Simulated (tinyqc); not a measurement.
Extended Hueckel theory, for LiF+, step by step. The parameters take no account of the charge, which enters only through the electron count. Computed by tinyqc, a small Python program that keeps every step (integrals from PySCF). Settings: charge = 1, K = 2.0, weighted = 1, multiplicity = 2. Command: `OMP_NUM_THREADS=1 python tinyqc.py 23766 23767 out.jsonl` (the two numbers bound the seeds that draw the settings). One thread of a shared host (Intel(R) Xeon(R) Processor @ 2.60GHz), about 0.01 s of CPU time with the checks.

## Overlaps

Geometry (angstrom):
```
atom         x         y         z
Li    0.000000  0.000000  0.000000
F     0.000000  0.000000  1.754000
```

Parameters chosen for this run:
```
element  shell  Slater exponent   H_ii (eV)
Li          2s         0.650000   -5.400000
Li          2p         0.650000   -3.500000
F           2s         2.425000  -40.000000
F           2p         2.425000  -18.100000
```

Slater orbitals, each expanded in six Gaussians scaled to its exponent.

overlap S, order 1Li 2s, 1Li 2px, 1Li 2py, 1Li 2pz, 2F 2s, 2F 2px, 2F 2py, 2F 2pz:
```
[[1.000000, 0.000000, 0.000000, 0.000000, 0.249772, 0.000000, 0.000000, -0.071480],
 [0.000000, 1.000000, 0.000000, 0.000000, 0.000000, 0.113382, 0.000000, 0.000000],
 [0.000000, 0.000000, 1.000000, 0.000000, 0.000000, 0.000000, 0.113382, 0.000000],
 [0.000000, 0.000000, 0.000000, 1.000000, 0.385460, 0.000000, 0.000000, -0.089693],
 [0.249772, 0.000000, 0.000000, 0.385460, 1.000000, 0.000000, 0.000000, 0.000000],
 [0.000000, 0.113382, 0.000000, 0.000000, 0.000000, 1.000000, 0.000000, 0.000000],
 [0.000000, 0.000000, 0.113382, 0.000000, 0.000000, 0.000000, 1.000000, 0.000000],
 [-0.071480, 0.000000, 0.000000, -0.089693, 0.000000, 0.000000, 0.000000, 1.000000]]
```

## Wolfsberg-Helmholz matrix

diagonal H_ii (eV): [-5.400000, -3.500000, -3.500000, -3.500000, -40.000000, -18.100000, -18.100000, -18.100000]

K = 2.000000

H_ij = K' S_ij (H_ii + H_jj)/2 for i != j (the diagonal keeps H_ii), with K' = K + D^2 + D^4 (1 - K), D = (H_ii - H_jj)/(H_ii + H_jj), K = 2.

H (eV), order 1Li 2s, 1Li 2px, 1Li 2py, 1Li 2pz, 2F 2s, 2F 2px, 2F 2py, 2F 2pz:
```
[[-5.400000, 0.000000, 0.000000, 0.000000, -12.720055, 0.000000, 0.000000, 1.853438],
 [0.000000, -3.500000, 0.000000, 0.000000, 0.000000, -2.752913, 0.000000, 0.000000],
 [0.000000, 0.000000, -3.500000, 0.000000, 0.000000, 0.000000, -2.752913, 0.000000],
 [0.000000, 0.000000, 0.000000, -3.500000, -18.514365, 0.000000, 0.000000, 2.177748],
 [-12.720055, 0.000000, 0.000000, -18.514365, -40.000000, 0.000000, 0.000000, 0.000000],
 [0.000000, -2.752913, 0.000000, 0.000000, 0.000000, -18.100000, 0.000000, 0.000000],
 [0.000000, 0.000000, -2.752913, 0.000000, 0.000000, 0.000000, -18.100000, 0.000000],
 [1.853438, 0.000000, 0.000000, 2.177748, 0.000000, 0.000000, 0.000000, -18.100000]]
```

## Orbitals

valence electrons = 7

Solve H C = S C e through S^(-1/2); fill by pairs from the bottom, a degenerate level sharing its electrons equally; each orbital has its largest coefficient positive (the first on a tie).

orbital energies (eV): [-40.430350, -18.133192, -18.133192, -18.127857, -4.836854, -3.115711, -3.115711, 11.463516]

occupations: [2.000000, 2.000000, 2.000000, 1.000000, 0.000000, 0.000000, 0.000000, 0.000000]

coefficients, order 1Li 2s, 1Li 2px, 1Li 2py, 1Li 2pz, 2F 2s, 2F 2px, 2F 2py, 2F 2pz:
```
[[0.071254, 0.000000, 0.000000, -0.029579, 0.858253, 0.000000, 0.000000, 0.586860],
 [0.000000, -0.025759, 0.039692, 0.000000, 0.000000, -0.337868, 0.946905, 0.000000],
 [0.000000, 0.039692, 0.025759, 0.000000, 0.000000, 0.946905, 0.337868, 0.000000],
 [0.075602, 0.000000, 0.000000, -0.020366, -0.513064, 0.000000, 0.000000, 0.965640],
 [0.948821, 0.000000, 0.000000, 0.021812, -0.038042, 0.000000, 0.000000, -0.608010],
 [0.000000, -0.540863, 0.833407, 0.000000, 0.000000, 0.054108, -0.151641, 0.000000],
 [0.000000, 0.833407, 0.540863, 0.000000, 0.000000, -0.151641, -0.054108, 0.000000],
 [0.008212, 0.000000, 0.000000, 0.995516, 0.030102, 0.000000, 0.000000, 0.157775]]
```

sum of one-electron energies = -171.521327 eV

Within a degenerate level the vectors are fixed only up to a rotation; this is one choice.

## Mulliken analysis

P = C n C^T; charge = valence electrons (Li 1, F 7) minus the sum of (P S)_ii on the atom; overlap population = 2 sum P_ij S_ij between two atoms.

charges: [0.854378, 0.145622]

Overlap populations:
```
pair     value
2-1   0.227581
```
